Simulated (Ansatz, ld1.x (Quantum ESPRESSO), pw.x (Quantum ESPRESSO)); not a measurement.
**pw.x on sc C: one setting changed**

Potential: norm-conserving Troullier–Martins (Kleinman–Bylander form), ld1.x (Quantum ESPRESSO) 7.5, LDA (PW92); core [He], reference 2s2 2p2; waves: 2p (bound): rc 1.35 bohr; 3d channel at -0.15 Ry: rc 1.40 bohr; 2s (bound): rc 1.05 bohr; local part: the s channel; core correction: none.

The reference run (k-mesh 18³, cutoffs 120/480 Ry, Fermi–Dirac 0.01 Ry, mixing_beta 0.4, conv_thr 1e-9, no spin) gives 10.72 GPa at 5.202 Å³/atom, where all-electron LAPW gives 11.87 GPa. This run, with its own iteration cap, changes smearing to mp.

```
&control
  calculation='scf', prefix='x', pseudo_dir='./', outdir='./tmp', tstress=.true., disk_io='none'
/
&system
  ibrav=0, nat=1, ntyp=1, ecutwfc=120, ecutrho=480, nbnd=9,
  occupations='smearing', smearing='mp', degauss=0.01
/
&electrons
  conv_thr=1e-09, mixing_beta=0.4, electron_maxstep=50
/
ATOMIC_SPECIES
C 1.0 C.UPF
CELL_PARAMETERS angstrom
  1.73270029 0.00000000 0.00000000
  0.00000000 1.73270029 0.00000000
  0.00000000 0.00000000 1.73270029
ATOMIC_POSITIONS crystal
C 0.0000 0.0000 0.0000
K_POINTS automatic
18 18 18 0 0 0
```

```bash
pw.x < C.scf.in > C.scf.out
```

Q: How does the run end?

A: It converges in 5 iterations; the free energy moves by +12.9 meV/atom and the pressure by +0.45 GPa. This scheme is built to cancel the term in the square of the width that Fermi–Dirac smearing leaves in the F of a metal.

```
Message from routine setup:
     using ibrav=0 with symmetry is DISCOURAGED, use correct ibrav instead
     lattice parameter (alat)  =       3.2743  a.u.
     unit-cell volume          =      35.1048 (a.u.)^3
     number of electrons       =         4.00
     number of Kohn-Sham states=            9
     kinetic-energy cutoff     =     120.0000  Ry
     charge density cutoff     =     480.0000  Ry
     scf convergence threshold =      1.0E-09
     Exchange-correlation= PW
     number of k points=   220  Methfessel-Paxton smearing, width (Ry)=  0.0100
     iteration #  1     ecut=   120.00 Ry     beta= 0.40
     total energy              =     -11.24027067 Ry
     estimated scf accuracy    <       0.00999222 Ry
     iteration #  2     ecut=   120.00 Ry     beta= 0.40
     total energy              =     -11.23948378 Ry
     estimated scf accuracy    <       0.00290189 Ry
     iteration #  3     ecut=   120.00 Ry     beta= 0.40
     total energy              =     -11.23965096 Ry
     estimated scf accuracy    <       0.00002807 Ry
     iteration #  4     ecut=   120.00 Ry     beta= 0.40
     total energy              =     -11.23965220 Ry
     estimated scf accuracy    <       0.00000002 Ry
     iteration #  5     ecut=   120.00 Ry     beta= 0.40
     the Fermi energy is    16.0141 ev
!    total energy              =     -11.23965221 Ry
     estimated scf accuracy    <          1.8E-10 Ry
     smearing contrib. (-TS)   =      -0.00006483 Ry
     The total energy is F=E-TS. E is the sum of the following terms:
     one-electron contribution =       5.70725888 Ry
     hartree contribution      =       0.39056598 Ry
     xc contribution           =      -3.47296563 Ry
     ewald contribution        =     -13.86444661 Ry
     convergence has been achieved in   5 iterations
          total   stress  (Ry/bohr**3)                   (kbar)     P=      111.75
     Message from routine punch:
     Nothing written, as per user request (disk_io='none')
```

The run took about 11 s on one core of a shared host (Neoverse-V1, 32 threads, 247 GiB, load 17).
